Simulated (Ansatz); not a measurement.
**CHO, doublet: the ladder up to full CI**

Geometry: MP2(full)/6-31G*, from the G2/97 set.

```xyz
3

C     0.0326    0.6351    0.0000
O     0.0326   -0.5557    0.0000
H    -0.9058    1.2530    0.0000
```

Basis STO-3G; Ansatz 0.2.0. Only valence electrons are correlated (noble-gas cores frozen), which leaves 11 electrons in 9 orbitals. Prefix R: restricted or restricted open-shell reference; prefix U: unrestricted. Active spaces: valence = (11e, 9o) chosen from the atoms' valence shells.

Full CI is exact within this basis and frozen core; it isn't the basis-set limit. The frozen core follows each run's orbitals, which can shift R against U totals by a few meV.

Unrestricted rows (U) aren't spin-pure: their determinants' ⟨S²⟩ exceeds S(S+1) by up to 0.21, so they mix in states of higher spin. For open shells CISD and CISDTQ are restricted-active-space CI with the open shells as a complete middle space.

```
UHF ⟨S²⟩                          : 0.959
T1 diagnostic (RCCSD)             : 0.0228
largest doubles amplitude (RCCSD) : 0.158
T1 diagnostic (UCCSD)             : 0.0618
```

```json
{"level": "RHF", "E − E(full CI) (kJ/mol)": "371.5", "share of correlation (%)": "0.00", "wall time": "–"}
{"level": "UHF", "E − E(full CI) (kJ/mol)": "359.1", "share of correlation (%)": "3.35", "wall time": "–"}
{"level": "RMP2", "E − E(full CI) (kJ/mol)": "50.3", "share of correlation (%)": "86.45", "wall time": "–"}
{"level": "UMP2", "E − E(full CI) (kJ/mol)": "109.6", "share of correlation (%)": "70.51", "wall time": "–"}
{"level": "CISD", "E − E(full CI) (kJ/mol)": "28.4", "share of correlation (%)": "92.35", "wall time": "0.09 s"}
{"level": "RCCSD", "E − E(full CI) (kJ/mol)": "15.8", "share of correlation (%)": "95.75", "wall time": "–"}
{"level": "UCCSD", "E − E(full CI) (kJ/mol)": "10.9", "share of correlation (%)": "97.07", "wall time": "–"}
{"level": "RCCSD(T)", "E − E(full CI) (kJ/mol)": "3.7", "share of correlation (%)": "98.99", "wall time": "0.3 s"}
{"level": "UCCSD(T)", "E − E(full CI) (kJ/mol)": "4.0", "share of correlation (%)": "98.92", "wall time": "0.33 s"}
{"level": "BCCD(T)", "E − E(full CI) (kJ/mol)": "4.9", "share of correlation (%)": "98.68", "wall time": "0.4 s"}
{"level": "RCCSDT", "E − E(full CI) (kJ/mol)": "0.6", "share of correlation (%)": "99.83", "wall time": "–"}
{"level": "UCCSDT", "E − E(full CI) (kJ/mol)": "0.6", "share of correlation (%)": "99.83", "wall time": "–"}
{"level": "CISDTQ", "E − E(full CI) (kJ/mol)": "1.2", "share of correlation (%)": "99.67", "wall time": "0.21 s"}
{"level": "RCCSDT(Q)", "E − E(full CI) (kJ/mol)": "0.4", "share of correlation (%)": "99.89", "wall time": "2.1 s"}
{"level": "UCCSDT(Q)", "E − E(full CI) (kJ/mol)": "0.0", "share of correlation (%)": "99.99", "wall time": "1.8 s"}
{"level": "RCCSDTQ", "E − E(full CI) (kJ/mol)": "0.2", "share of correlation (%)": "99.94", "wall time": "23 s"}
{"level": "UCCSDTQ", "E − E(full CI) (kJ/mol)": "0.2", "share of correlation (%)": "99.95", "wall time": "23 s"}
```

The correlation energy at full CI, counted from RHF, is -3.851 eV. That run took 0.21 s on 1 thread of AMD EPYC 7R13, shared host over 5,292 determinants.

Run but not shown, since their state or frozen core can't be matched to the reference's or they repeat it: CASSCF (valence space), NEVPT2 (valence space), MRCISD (valence space), MRCISD+Q (valence space).

Times hold each run's SCF and search for its determinant on a shared host, so for small cases they say little of a method's own cost; they ran on 1 thread of AMD EPYC 7R13.

The full-CI state has the irrep A' of Cs, in the program's axes.

Natural occupations of full CI about the gap: 1.982 1.973 1.963 1.908 1.027 0.099 0.028 0.022; effectively unpaired electrons, Σ n²(2−n)², 1.08.

Atomization energy (electronic, same basis, no zero-point term; atoms at the same level, unrestricted beside the R rows where the molecule is a closed shell, with restricted open-shell steps beyond CCSDT(Q)) at full CI: 1002.7 kJ/mol. Errors of other levels:

```csv
level,error (kJ/mol)
RHF,-318.4
UHF,-306.0
RMP2,-23.1
UMP2,-82.3
CISD,-28.4
RCCSD,-15.8
UCCSD,-10.9
RCCSD(T),-3.8
UCCSD(T),-4.0
BCCD(T),-4.9
RCCSDT,-0.6
UCCSDT,-0.6
CISDTQ,-1.2
RCCSDT(Q),-0.4
UCCSDT(Q),0.0
RCCSDTQ,-0.2
UCCSDTQ,-0.2
```

This basis is far from its limit, so the value isn't to be set against a measured one. Truncated CI isn't size-consistent, which counts against it in atomization.
